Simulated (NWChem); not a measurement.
# CHO cation

```xyz
3

C      0.0000     0.0000    -0.5149
O      0.0000     0.0000     0.5895
H      0.0000     0.0000    -1.6262
```
Atoms are numbered in this order, from 1.

Program: NWChem. Pople sets run with spherical d functions. Coordinates come from a PBE0/def2-SVP optimisation. Level BLYP/6-31G*: energy and gradient; each run changes one setting, and changes count from the defaults (medium grid, exact Coulomb integrals, symmetry on).

### Question
Which setting moves the energy most, and by about how much (defaults; tight SCF thresholds and tolerances; Coulomb fitting, Ahlrichs set; Becke weights; symmetry off; coarse grid)?

### Answer
Coulomb fitting, Ahlrichs set, by about 200 μHa.
| setting | size of the energy change (μHa) | largest change of a gradient component (μHa/bohr) |
|---|---|---|
| defaults | < 10 | < 30 |
| tight SCF thresholds and tolerances | < 10 | 50 |
| coarse grid | < 10 | 90 |
| symmetry off | < 10 | other frame |
| Becke weights | < 10 | < 30 |
| Coulomb fitting, Ahlrichs set | 200 | 100 |
